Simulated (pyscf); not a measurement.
**Four-centre exchange: silicon tetrachloride (Cl–Si(Cl)(Cl)–Cl) + ammonia (NH₃) → hydrogen chloride (HCl) + H₂N–Si(Cl)(Cl)–Cl**

Gas phase, singlet surface, charge 0. Bonds broken: Cl1–Si2, N6–H7. Bonds formed: Cl1–H7, Si2–N6. Optimised with ωB97X-D3(BJ)/def2-SVP in PySCF.

Transition state (Å):

```xyz
9

Cl    -2.0447    -0.8482    -0.2637
Si     0.2661     0.8231    -0.4494
Cl     1.8428     2.1092    -0.0573
Cl    -0.8704     1.8551    -1.7610
Cl     1.1800    -0.8939    -0.9913
N     -0.4490     0.7617     1.2385
H     -1.3191     0.0374     0.9686
H      0.2032     0.3761     1.9273
H     -0.7681     1.6788     1.5636
```

One imaginary mode, 348i cm⁻¹; descent along it reached the two sides named, in the forms told below.

```tsv
bond	change	reactant side (Å)	saddle	product side
Cl1–Si2	breaks	2.168	2.9	3.9
N6–H7	breaks	1.025	1.164	1.969
Cl1–H7	forms	2.440	1.682	1.301
Si2–N6	forms	1.970	1.834	1.722
```

Electronic energies relative to the separated reactants (eV):

| level | barrier | reaction energy | reverse barrier |
|---|---|---|---|
| ωB97X-D3(BJ)/def2-TZVP | 0.77 | +0.29 | 0.48 |
| PBE/def2-TZVP | 0.70 | +0.29 | 0.41 |
| r²SCAN/def2-TZVP | 0.70 | +0.26 | 0.44 |
| B3LYP-D3(BJ)/def2-TZVP | 0.72 | +0.24 | 0.48 |
| PBE0-D3(BJ)/def2-TZVP | 0.66 | +0.26 | 0.39 |
| M06-2X/def2-TZVP | 0.73 | +0.18 | 0.55 |
| ωB97M-D3(BJ)/def2-TZVP | 0.76 | +0.22 | 0.54 |
| HF/def2-TZVP | 1.34 | +0.15 | 1.20 |

With ωB97M-D3(BJ)/def2-TZVP energies and thermal terms (ideal gas, 1 atm, RRHO with modes under 100 cm⁻¹ raised to 100, one conformer, R ln 2 for rigid chiral ones), in eV:

```json
[
 {"T (K)": "298", "ΔH‡": "0.71", "ΔG‡": "1.13", "ΔH": "+0.13", "ΔG": "+0.06"},
 {"T (K)": "600", "ΔH‡": "0.72", "ΔG‡": "1.55", "ΔH": "+0.16", "ΔG": "-0.03"},
 {"T (K)": "900", "ΔH‡": "0.74", "ΔG‡": "1.96", "ΔH": "+0.19", "ΔG": "-0.13"},
 {"T (K)": "1200", "ΔH‡": "0.78", "ΔG‡": "2.36", "ΔH": "+0.21", "ΔG": "-0.24"}
]
```

On the reactant side the descent ends in an adduct with a N–Si contact, 0.21 eV over the separated species and 0.56 eV under the saddle at ωB97X-D3(BJ)/def2-TZVP. On the product side the descent ends in a complex, 0.22 eV under the separated species and 0.71 eV under the saddle at ωB97X-D3(BJ)/def2-TZVP. What is counted as formed (N–Si) is already present as a longer contact in the reactant adduct; forming that adduct is a step of its own. One saddle was located; it need not be the lowest between these sides.
